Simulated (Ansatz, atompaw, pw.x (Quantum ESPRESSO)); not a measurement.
Equation-of-state test of one PAW (atompaw) potential (vanadium)

```json
{
 "Element": "vanadium (V)",
 "Generator": "atompaw 4.2.0.5",
 "Type": "PAW",
 "Functional": "PBEsol",
 "Relativity": "scalar-relativistic",
 "Frozen core": "[Ne]",
 "Valence charge": "13",
 "Reference configuration": "3s2 3p6 3d3 4s2 4p0",
 "Partial waves": "3s (bound): rc 1.10 bohr; 4s (bound): rc 1.50 bohr; 3p (bound): rc 1.45 bohr; 4p (bound, empty): rc 2.25 bohr; 3d (bound): rc 2.25 bohr; 3d channel at 2 Ry: rc 2.25 bohr; 4f channel at 0.05 Ry: rc 2.25 bohr; 4f channel at 2.15 Ry: rc 2.25 bohr",
 "Local potential": "troulliermartins scheme with l = 4 at -0.5 Ry, radius 1.45 bohr",
 "Core correction": "smooth core density matched at 1.15 bohr",
 "Augmentation charge": "besselshape compensation charge, radius 1.75 bohr; PAW radius 2.25 bohr; waves and projectors: custom polynom vanderbiltortho"
}
```

Crystal test: diamond V in pw.x 7.5, no spin, 9³ k-points, Fermi–Dirac smearing 0.01 Ry, cutoffs 85/850 Ry. The lattice is a test structure that the element need not adopt, and mesh and smearing are coarse.

pw.x input:

```
&control
  calculation='scf', prefix='x', pseudo_dir='./', outdir='./tmp', tstress=.true., disk_io='none'
/
&system
  ibrav=0, nat=2, ntyp=1, ecutwfc=85, ecutrho=850, nbnd=22,
  occupations='smearing', smearing='fd', degauss=0.01
/
&electrons
  conv_thr=1e-09, mixing_beta=0.4, electron_maxstep=70
/
ATOMIC_SPECIES
V 1.0 V.UPF
CELL_PARAMETERS angstrom
  0.00000000 2.60295522 2.60295522
  2.60295522 0.00000000 2.60295522
  2.60295522 2.60295522 0.00000000
ATOMIC_POSITIONS crystal
V 0.0000 0.0000 0.0000
V 0.2500 0.2500 0.2500
K_POINTS automatic
9 9 9 0 0 0
```

```bash
pw.x < V.scf.in > V.scf.out
```

Problem. How does the run end?

Solution. It converges; the pressure is -0.92 GPa against 0.05 GPa from all-electron LAPW. The largest radius (2.25 bohr) exceeds half the bond length (2.13 bohr), so the spheres overlap, which is one possible source of error among others. The logarithmic derivative shows an extra or strongly shifted pseudo pole above the reference energy (p near 1.75 Ry). The log shows:

```
     unit-cell volume          =     238.0273 (a.u.)^3
     number of electrons       =        26.00
     number of Kohn-Sham states=           22
     kinetic-energy cutoff     =      85.0000  Ry
     charge density cutoff     =     850.0000  Ry
     scf convergence threshold =      1.0E-09
     Exchange-correlation= SLA PW PSX PSC
     number of k points=    35  Fermi-Dirac smearing, width (Ry)=  0.0100
     iteration #  1     ecut=    85.00 Ry     beta= 0.40
     total energy              =    -423.65452236 Ry
     estimated scf accuracy    <       0.05706497 Ry
     iteration #  2     ecut=    85.00 Ry     beta= 0.40
     total energy              =    -423.66107043 Ry
     estimated scf accuracy    <       0.00708025 Ry
     iteration #  3     ecut=    85.00 Ry     beta= 0.40
     total energy              =    -423.66246479 Ry
     estimated scf accuracy    <       0.00147962 Ry
     iteration #  4     ecut=    85.00 Ry     beta= 0.40
     total energy              =    -423.66284800 Ry
     estimated scf accuracy    <       0.00033826 Ry
     [... 5 iterations left out ...]
     iteration # 10     ecut=    85.00 Ry     beta= 0.40
     total energy              =    -423.66296744 Ry
     estimated scf accuracy    <       0.00000004 Ry
     iteration # 11     ecut=    85.00 Ry     beta= 0.40
     total energy              =    -423.66296743 Ry
     estimated scf accuracy    <          4.3E-09 Ry
     iteration # 12     ecut=    85.00 Ry     beta= 0.40
     total energy              =    -423.66296744 Ry
     estimated scf accuracy    <          4.0E-09 Ry
     iteration # 13     ecut=    85.00 Ry     beta= 0.40
     the Fermi energy is    11.6806 ev
!    total energy              =    -423.66296744 Ry
     estimated scf accuracy    <          8.9E-10 Ry
     smearing contrib. (-TS)   =      -0.02110261 Ry
     convergence has been achieved in  13 iterations
          total   stress  (Ry/bohr**3)                   (kbar)     P=       -9.16
     Message from routine punch:
     Nothing written, as per user request (disk_io='none')
```
